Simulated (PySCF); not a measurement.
C2H6N (doublet state).
Numbering: `[CH2:1][NH:2][CH3:3]` (hydrogens: H4, H5 on C1; H6 on N2; H7, H8, H9 on C3)

Geometry (GFN2-xTB, Å), atoms numbered from 1 in this order:
```
atom  x, y, z in Å
C1     1.3254   -0.2244   -0.1704
N2     0.2336    0.4361    0.3786
C3    -1.0899   -0.0211    0.0382
H4     1.2251   -0.5308   -1.1950
H5     2.2904    0.0950    0.1747
H6     0.3477    0.6471    1.3621
H7    -1.3455   -0.9860    0.4973
H8    -1.1534   -0.1315   -1.0439
H9    -1.8199    0.7216    0.3605
```

The hyperfine couplings belong to this conformer and change with its torsions.

Method used: UKS B3LYP, pcH-1 on C H N, non-relativistic, mean-field spin-orbit, GIAO (PySCF 2.14.0). Geometry: GFN2-xTB; no solvent, vibrations or thermal averaging. A GFN2-xTB geometry isn't a minimum of the functional, and hyperfine couplings can be far from their values at a DFT geometry. Stability of the SCF solution: not tested.

(1) The isotropic 13C couplings are +120.4, +7.8 MHz. Assign them to C1; C3.

## Answers

(1) 
```
site  a_iso (MHz)  ρ(0) (bohr⁻³)                 position  distance from C1 (Å)  spin population  largest |T| (MHz)
  C1       +120.4        +0.1071  largest spin population                  0.00            +0.85              131.0
  C3         +7.8        +0.0069          2 bonds from C1                  2.43            -0.01                3.5
```

ρ(0) is the spin density at the nucleus and T the dipolar tensor; entries for several nuclei are means. The Mulliken spin populations are largest on C1 (+0.85) and N2 (+0.19). The angles at C1 add up to 350.4°, so it is slightly pyramidal.

Examples of negative spin density at the nucleus (bohr⁻³): H5 (-0.0064) and H4 (-0.0063).

Means are taken over nuclei equivalent by connectivity, which assumes that they swap fast. H4 and H5 aren't averaged: C1 is flat or nearly so (angle sum 350°), and its turn about the short C1–N2 bond (1.39 Å) is taken as slow. The three 1H nuclei of mean +12.8 MHz run from 0.9 to 29.6 MHz in the frozen geometry.
